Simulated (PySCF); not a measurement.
Structure with atom numbers: `[CH3:1][C:2]([CH3:3])([CH3:4])[Cl:5]` (H(Xn): hydrogen on atom n).

PySCF calculation with GFN2-xTB structure and shielding tensors at PBE0/pcSseg-1 (GIAO); one computed conformer, isolated molecule, averaged over atoms made equivalent by symmetry, fast rotation or ring inversion, non-relativistic.

Chemical shifts δ = σref − σ; TMS for 13C (186.93 ppm), 1H (31.72 ppm); 35Cl (949.78 ppm) against HCl, all at this level.

```json
{"atoms": "C2", "nucleus": "13C", "count": "1", "Hirshfeld charge": "0.07", "δ (ppm)": "69.4"}
{"atoms": "H(C1)/H(C3)/H(C4)", "nucleus": "1H", "count": "9", "Hirshfeld charge": "0.04", "δ (ppm)": "1.59"}
{"atoms": "C1/C3/C4", "nucleus": "13C", "count": "3", "Hirshfeld charge": "-0.13", "δ (ppm)": "?"}
{"atoms": "Cl5", "nucleus": "35Cl", "count": "1", "Hirshfeld charge": "-0.08", "δ (ppm)": "?"}
```

**Question.** Complete the table.

**Answer.** 
- C1/C3/C4: 36.4 ppm, methyl carbon; a saturated carbon with 1 carbon neighbour and no heteroatom attached
- Cl5: 264 ppm, chlorine bonded to C

Carbons that carry Cl, above all several Cl atoms, come out too deshielded, partly because spin–orbit coupling is missing. Shifts are as computed. Against solution values, carbons near 30 ppm lie about +3 ppm off and those near 130 ppm about +5 ppm. Of 246 compounds with measured shifts, 49 miss one by over three times the rms of a fit or turn the order of signals round; such compounds aren't used in these exercises.
